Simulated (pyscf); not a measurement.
**Elimination: [HC–NH₂] (SMILES [CH]N) [singlet] → C⁻≡NH⁺ (SMILES [C-]#[NH+]) + H₂ (SMILES [H][H])**

Gas phase, singlet surface, charge 0. Bonds broken: N1–H3, C2–H5. Bonds formed: H3–H5. PySCF, gas phase, ωB97X-D3(BJ)/def2-SVP geometries.

Transition state (Å):

```xyz
5

N     -1.5464    -0.4550    -0.3919
C     -0.9959     0.0306     0.6973
H     -0.6516    -1.1678     0.2027
H     -2.2469     0.1653    -0.8072
H     -0.1850    -0.8435     1.0562
```

One imaginary mode, 1847i cm⁻¹; descent along it reached the two sides named.

```
bond   change  reactant side (Å)  saddle  product side
-----  ------  -----------------  ------  ------------
N1–H3  breaks              1.024   1.289           4.4
C2–H5  breaks              1.118   1.245           2.9
H3–H5   forms              2.235   1.025         0.761
```

Electronic energies relative to the reactant's lowest minimum found (eV):

```csv
level,barrier,reaction energy,reverse barrier
ωB97X-D3(BJ)/def2-TZVP,3.22,-0.06,3.28
PBE/def2-TZVP,2.88,+0.01,2.87
r²SCAN/def2-TZVP,3.03,-0.04,3.07
B3LYP-D3(BJ)/def2-TZVP,3.19,-0.10,3.29
PBE0-D3(BJ)/def2-TZVP,3.09,+0.10,2.99
M06-2X/def2-TZVP,3.14,-0.19,3.32
ωB97M-D3(BJ)/def2-TZVP,3.16,-0.13,3.28
HF/def2-TZVP,3.84,-0.20,4.04
```

With ωB97M-D3(BJ)/def2-TZVP energies and thermal terms (ideal gas, 1 atm, RRHO with modes under 100 cm⁻¹ raised to 100, one conformer, R ln 2 for chiral ones without a mode under 150 cm⁻¹), in eV:

| T (K) | ΔH‡ | ΔG‡ | ΔH | ΔG |
|---|---|---|---|---|
| 298 | 2.91 | 2.88 | -0.42 | -0.75 |
| 600 | 2.92 | 2.85 | -0.35 | -1.11 |
| 900 | 2.92 | 2.81 | -0.32 | -1.50 |
| 1200 | 2.92 | 2.78 | -0.31 | -1.89 |

This saddle turned up in a search for another step; its sides and bond changes are read from the two ends of the descent. The same reactants have a lower exit, to H₂C=NH (barrier +2.19 eV at ωB97M-D3(BJ)/def2-TZVP, against +3.16 eV here). [HC–NH₂] [singlet] lies 1.46 eV over its isomer H₂C=NH (electronic energy, ωB97M-D3(BJ)/def2-TZVP). C⁻≡NH⁺ lies 0.54 eV over its isomer HC≡N (electronic energy, ωB97M-D3(BJ)/def2-TZVP). One saddle was located; it need not be the lowest between these sides.
